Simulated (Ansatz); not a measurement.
System: 2H WS2. Method: rVV10 in Ansatz (PAW).

Numerical settings: plane-wave cutoff 520 eV, 12×12×4 k mesh (along the axes of the cell as run), Fermi–Dirac smearing 0.01 eV, no spin polarisation, scalar-relativistic PAW data made under PBE.

Response to compression and expansion:

Shape and atoms are relaxed at each volume.

```
V (Å³/atom)  P (GPa)  direct gap at Γ (eV)  smallest gap on the k mesh (eV)   c (Å)
-----------  -------  --------------------  -------------------------------  ------
17.859          2.36                 2.092                            0.822  12.133
18.231          1.05                 2.134                            0.884  12.301
18.603          0.00                 2.171                            0.946  12.480
18.975         -0.79                 2.196                            1.007  12.671
19.347         -1.39                 2.225                            1.068  12.872
```

The fundamental gap (0.95 eV at the equilibrium volume, with added k points) lies elsewhere than Γ–Γ.

Note: the bulk modulus comes from volumes at which shape and atoms were relaxed.

Spin–orbit coupling is not included.

Ansatz is a program for electronic structure.
